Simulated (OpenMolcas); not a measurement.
# RI-MP2/pcseg-2 (RICD fitting) run of CHClF2 (difluorochloromethane), part 2 of 2

OpenMolcas 26.06.

## Step 3: The distorted shape

Input file struct.xyz:

```xyz
5

F      0.043026    -0.573405     1.220072
C      0.136626     0.029895     0.014620
F      0.845448    -0.751599    -0.757747
Cl    -1.508316     0.184769    -0.670239
H      0.569335     1.008235     0.120836
```

Input file mol.input:

```
* CHClF2 RI-MP2
&gateway
baslib=$CurrDir
coord=struct.xyz
basis=pcseg-2
group=NoSym
ricd
acd
&seward
&scf
prorbitals=1 2
&mbpt2
frozen=8
grdt
&alaska
```

The basis set pcseg-2 is read from a file made from the Basis Set Exchange's data (not shown).

Started as:

```
$ export MOLCAS_MEM=1860
$ pymolcas mol.input > mol.log
```

What it wrote:

```text
--- Start Module: gateway ---

                                              &GATEWAY

                       available to each process: 1.9 GB of memory, 1 thread

 Basis Set     1 Label: F.PCSEG-2
 Basis set is read from library:.
 basistype.tbl is not found

 Basis Set     2 Label: C.PCSEG-2
 Basis set is read from library:.
 basistype.tbl is not found

 Basis Set     3 Label: F.PCSEG-2
 Basis set is read from library:.
 basistype.tbl is not found

 Basis Set     4 Label: CL.PCSEG-2
 Basis set is read from library:.
 basistype.tbl is not found

 Basis Set     5 Label: H.PCSEG-2
 Basis set is read from library:.
 basistype.tbl is not found

++    Symmetry information:
      ---------------------

                    Character Table for C1

                             E
                    a        1  x, y, xy, Rz, z, xz, Ry, yz, Rx, I
--

++    Basis set information:
      ----------------------

      Basis set label: F.PCSEG-2.........

      Electronic valence basis set:
      ------------------
      Associated Effective Charge   9.000000 au
      Associated Actual Charge      9.000000 au
      Nuclear Model: Point charge

      Shell  nPrim  nBasis  Cartesian Spherical Contaminant
         s      11       4        X
         p       6       3        X
         d       2       2                 X
         f       1       1                 X

      Basis set label: C.PCSEG-2.........

      Electronic valence basis set:
      ------------------
      Associated Effective Charge   6.000000 au
      Associated Actual Charge      6.000000 au
      Nuclear Model: Point charge

      Shell  nPrim  nBasis  Cartesian Spherical Contaminant
         s      11       4        X
         p       6       3        X
         d       2       2                 X
         f       1       1                 X

      Basis set label: F.PCSEG-2.........

      Electronic valence basis set:
      ------------------
      Associated Effective Charge   9.000000 au
      Associated Actual Charge      9.000000 au
      Nuclear Model: Point charge

      Shell  nPrim  nBasis  Cartesian Spherical Contaminant
         s      11       4        X
         p       6       3        X
         d       2       2                 X
         f       1       1                 X

      Basis set label: CL.PCSEG-2.........

      Electronic valence basis set:
      ------------------
      Associated Effective Charge  17.000000 au
      Associated Actual Charge     17.000000 au
      Nuclear Model: Point charge

      Shell  nPrim  nBasis  Cartesian Spherical Contaminant
         s      15       5        X
         p      11       4        X
         d       2       2                 X
         f       1       1                 X

      Basis set label: H.PCSEG-2.........

      Electronic valence basis set:
      ------------------
      Associated Effective Charge   1.000000 au
      Associated Actual Charge      1.000000 au
      Nuclear Model: Point charge

      Shell  nPrim  nBasis  Cartesian Spherical Contaminant
         s       6       3        X
         p       2       2        X
         d       1       1                 X
--

++    Molecular structure info:
      -------------------------

                    ************************************************
                    **** Cartesian Coordinates / bohr, angstrom ****
                    ************************************************

     Center  Label                x              y              z                     x              y              z
        1      F1               0.081307      -1.083578       2.305602              0.043026      -0.573405       1.220072
        2      C2               0.258186       0.056493       0.027628              0.136626       0.029895       0.014620
        3      F3               1.597665      -1.420316      -1.431934              0.845448      -0.751599      -0.757747
        4      CL4             -2.850304       0.349163      -1.266568             -1.508316       0.184769      -0.670239
        5      H5               1.075887       1.905288       0.228347              0.569335       1.008235       0.120836

                    ***************************************
                    *    InterNuclear Distances / bohr    *
                    ***************************************

               1 F1            2 C2            3 F3            4 CL4           5 H5
    1 F1       0.000000
    2 C2       2.553471        0.000000
    3 F3       4.047457        2.470930        0.000000
    4 CL4      4.838129        3.379838        4.789868        0.000000
    5 H5       3.773261        2.031493        3.753456        4.480098        0.000000

                    *******************************************
                    *    InterNuclear Distances / angstrom    *
                    *******************************************

               1 F1            2 C2            3 F3            4 CL4           5 H5
    1 F1       0.000000
    2 C2       1.351239        0.000000
    3 F3       2.141822        1.307560        0.000000
    4 CL4      2.560228        1.788533        2.534689        0.000000
    5 H5       1.996724        1.075020        1.986243        2.370766        0.000000

                    **************************************
                    *    Valence Bond Angles / degree    *
                    **************************************
                          Atom centers                 Phi
                      1 F1       2 C2       3 F3       107.32
                      1 F1       2 C2       5 H5       110.25
                      3 F3       2 C2       5 H5       112.59
--

[... 55 lines left out ...]
      Nuclear repulsion energy =  168.29059552
[... 43 lines left out ...]
++ Convergence information
                                   SCF        iterations: Energy and convergence statistics
[... 15 lines left out ...]
       Convergence after  11 Iterations
[... 3 lines left out ...]
 *                                             SCF/KS-DFT Program, Final results                                             *
 *                                                       Final Results                                                       *
[... 112 lines left out ...]
      Dipole Moment (debye):
[... 2 lines left out ...]
      Quadrupole Moment (debye*angstrom):
      Origin of the operator (angstrom)=   -0.3914   -0.2017   -0.1670
                  XX= -2.8141E+01              XY=  2.0894E+00              XZ=  6.0664E-01              YY= -2.7550E+01
                  YZ=  6.7488E-01              ZZ= -3.0484E+01
      In traceless form (debye*angstrom)
                  XX=  8.7594E-01              XY=  3.1340E+00              XZ=  9.0996E-01              YY=  1.7627E+00
                  YZ=  1.0123E+00              ZZ= -2.6386E+00
--

--- Stop Module: scf /rc=_RC_ALL_IS_WELL_ ---
--- Module scf spent 5 seconds ---

--- Start Module: mbpt2 ---

                                               &MBPT2

                       available to each process: 1.9 GB of memory, 1 thread

WARNING!
Default frozen orbitals as non valence orbitals is overwritten by user input.
Default values:   8

      Cartesian coordinates in angstrom:
      -----------------------------------------------------
      No.  Label        X            Y            Z
      -----------------------------------------------------
       1   F1         0.04302600  -0.57340500   1.22007200
       2   C2         0.13662600   0.02989500   0.01462000
       3   F3         0.84544800  -0.75159900  -0.75774700
       4   CL4       -1.50831600   0.18476900  -0.67023900
       5   H5         0.56933500   1.00823500   0.12083600
      -----------------------------------------------------
      Nuclear repulsion energy =  168.29059552

      Contents of RUNFILE file:
      -------------------------

      Symmetry species                           1
                                                 a
      Number of basis functions                138
      Frozen occupied orbitals                   8
      Active occupied orbitals                  13
      Active external orbitals                 117
      Deleted external orbitals                  0

      Reference numbers of frozen occupied orbitals according to the original input sequence
      symmetry species 1                        1  2  3  4  5  6  7  8

      Energies of the active occupied orbitals

      symmetry species 1                    -1.716090     -1.639551     -1.156100     -0.961622     -0.831244
                                            -0.805069     -0.777055     -0.701506     -0.666431     -0.656326
                                            -0.549707     -0.485795     -0.482807

      Energies of the active external orbitals

      symmetry species 1                     0.099140      0.178803      0.199653      0.215832      0.242187
                                             0.374602      0.403387      0.422219      0.457206      0.466971
                                             0.493520      0.506333      0.545414      0.606375      0.610415
                                             0.647956      0.765805      0.770034      0.782252      0.814961
[... 19 lines of this table left out ...]
                                             8.824888     33.588340

      ********************************************************************************************************
      *                                               Results                                                *
      ********************************************************************************************************

       SCF energy                           =     -696.9262436881 a.u.
       Second-order correlation energy      =       -0.8244262431 a.u.
       ( Opposite-Spin contribution         =       -0.6096107294 )

       Total energy                         =     -697.7506699313 a.u.

       Reference weight ( Cref**2 )         =        0.83409

::    Total MBPT2 energy                             -697.7506699313

++    Molecular properties:
      ---------------------

      Charge (e):
                      =   -0.0000
      Dipole Moment (debye):
      Origin of the operator (angstrom)=   -0.3914   -0.2017   -0.1670
                   X=  6.9457E-01               Y=  1.4241E+00               Z= -4.7206E-02           Total=  1.5851E+00
      Quadrupole Moment (debye*angstrom):
      Origin of the operator (angstrom)=   -0.3914   -0.2017   -0.1670
                  XX= -2.8239E+01              XY=  1.8374E+00              XZ=  5.6375E-01              YY= -2.7822E+01
                  YZ=  5.9544E-01              ZZ= -3.0399E+01
      In traceless form (debye*angstrom)
                  XX=  8.7100E-01              XY=  2.7562E+00              XZ=  8.4562E-01              YY=  1.4977E+00
                  YZ=  8.9317E-01              ZZ= -2.3687E+00
--

       Zeroth-order energy (E0)             =     -261.9140805600 a.u.

       Shanks-type energy S1(E)             =     -697.7522353339 a.u.

--- Stop Module: mbpt2 /rc=_RC_ALL_IS_WELL_ ---
--- Module mbpt2 spent 35 seconds ---

--- Start Module: alaska ---

                                              &ALASKA

                       available to each process: 1.9 GB of memory, 1 thread

                     Threshold for contributions to the gradient: 1.000E-07

                    ********************************************
                    * Symmetry Adapted Cartesian Displacements *
                    ********************************************

           Irreducible representation : a
           Basis function(s) of irrep: x, y, xy, Rz, z, xz, Ry, yz, Rx, I

 Basis Label        Type   Center Phase
   1   F1           x         1     1
   2   F1           y         1     1
   3   F1           z         1     1
   4   C2           x         2     1
   5   C2           y         2     1
   6   C2           z         2     1
   7   F3           x         3     1
   8   F3           y         3     1
   9   F3           z         3     1
  10   CL4          x         4     1
  11   CL4          y         4     1
  12   CL4          z         4     1
  13   H5           x         5     1
  14   H5           y         5     1
  15   H5           z         5     1

                     No automatic utilization of translational and rotational invariance of the energy is employed.

 RI-ERI gradients!

 **************************************************
 *              Molecular gradients               *
 **************************************************

  Irreducible representation: a
 ------------------------------------------------------------------------------------------
                              X                       Y                       Z
 ------------------------------------------------------------------------------------------
  F1               -8.52965675035566E-04   -6.46129260900530E-03    2.44144677444069E-03
  C2                2.97871425590035E-02    3.26971691024447E-03   -1.31538346435875E-02
  F3               -1.58755867679545E-02    8.90484136987446E-03    1.50693561665900E-02
  CL4              -9.67191367532294E-03   -1.78541310168079E-03   -4.33323645177097E-03
  H5               -3.38667644105595E-03   -3.92785256906159E-03   -2.37318463598424E-05
 ------------------------------------------------------------------------------------------

--- Stop Module: alaska /rc=_RC_ALL_IS_WELL_ ---
--- Module alaska spent 12 seconds ---

.##################.
.# Happy landing! #.
.##################.

    Timing: Wall=57.08 User=46.83 System=10.23
```

It took 58 s on 1 thread of Arm Neoverse V1, shared host; peak memory 0.36 GiB.

## Step 4: Summary of results

The summary covers parts 1 to 2.

Level: RI-MP2/pcseg-2 (RICD fitting), 8 core orbitals frozen.

| quantity | value |
| --- | --- |
| first shape: total energy | -697.75205 Eh |
| first shape: dipole moment (mean-field density) | 1.68 D |
| first shape: HOMO energy (Hartree–Fock orbitals) | -13.19 eV |
| first shape: LUMO energy (Hartree–Fock orbitals) | 2.74 eV |
| first shape: HOMO–LUMO gap (Hartree–Fock orbitals) | 15.93 eV |
| first shape: correlation energy (8 core orbitals frozen) | -825.1 mEh |
| first shape: largest force on an atom | 0.523 eV/Å |
| distorted shape: total energy | -697.75067 Eh |
| distorted shape: dipole moment (mean-field density) | 1.79 D |
| distorted shape: HOMO energy (Hartree–Fock orbitals) | -13.14 eV |
| distorted shape: LUMO energy (Hartree–Fock orbitals) | 2.70 eV |
| distorted shape: HOMO–LUMO gap (Hartree–Fock orbitals) | 15.84 eV |
| distorted shape: correlation energy (8 core orbitals frozen) | -824.4 mEh |
| distorted shape: largest force on an atom | 1.683 eV/Å |
| energy change with the atoms displaced | 0.038 eV |

What this shows: With the atoms displaced the energy rises by 0.04 eV (3.6 kJ/mol). The first shape isn't relaxed at this level, so the change isn't measured from a minimum. The largest force (first shape) is 0.52 eV/Å: the shape isn't a stationary point for this species at this level. Mulliken charges (distorted shape) of the mean-field density run from -0.33 on F1 to +0.79 on C2.
